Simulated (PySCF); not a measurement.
Compound: carbonyl fluoride, CF2O.
Bonds: O1–C2 (double), C2–F3, C2–F4.

Computed by this run: PBE0-D3(BJ)/def2-SVP geometry optimisation, gas phase (PySCF); density fitting, grid level 1; the optimiser is geomeTRIC in internal coordinates, started from a GFN2-xTB structure with every atom displaced at random (about 0.01 Å).

Step 0: E = -8502.7584 eV
```
atom  x, y, z in Å  |  force x, y, z in eV/Å
O1     -0.3225    1.0473    0.7890   -1.195   3.573   1.517
C2     -0.0782    0.0432    0.3166    1.334  -3.304  -1.337
F3      0.9247   -0.7237    0.6357    0.714  -0.313   0.465
F4     -0.6892   -0.5757   -0.6440   -0.852   0.044  -0.645
```

Step 1: E = -8502.8459 eV
```
atom  x, y, z in Å  |  force x, y, z in eV/Å
O1     -0.3390    1.0608    0.7874    0.220  -0.583  -0.210
C2     -0.0576    0.0206    0.3104   -0.399   0.764   0.202
F3      0.9524   -0.7294    0.6580   -0.122  -0.078  -0.158
F4     -0.7209   -0.5608   -0.6584    0.301  -0.103   0.166
```

Question: Estimate the geometry and energy of step 2. (The exact step hangs on the optimiser's Hessian estimate; all steps are aligned on step 1, rigid shifts and turns removed.)

Answer: E = -8502.8506 eV, largest force 0.323 eV/Å
```
atom  x, y, z in Å  |  force x, y, z in eV/Å
O1     -0.3417    1.0663    0.7879    0.161  -0.279  -0.016
C2     -0.0606    0.0288    0.3164   -0.203   0.198  -0.108
F3      0.9428   -0.7366    0.6439    0.139   0.059   0.187
F4     -0.7058   -0.5675   -0.6509   -0.096   0.022  -0.063
```

The energy changes by -0.0046 eV. The first-order estimate −F·Δx gives -0.0152 eV and the mean of the old and new forces, exact on a quadratic surface, -0.0042 eV. The step makes an angle of 63° with the force vector and moves no atom by more than 0.018 Å.

What follows is the cost of the whole optimisation. Hardware: one thread of an AMD EPYC 9R14, shared host with 96 logical CPUs at a one-minute load of 10. Cost: 3.6 s wall, 0.27 GiB resident at most.
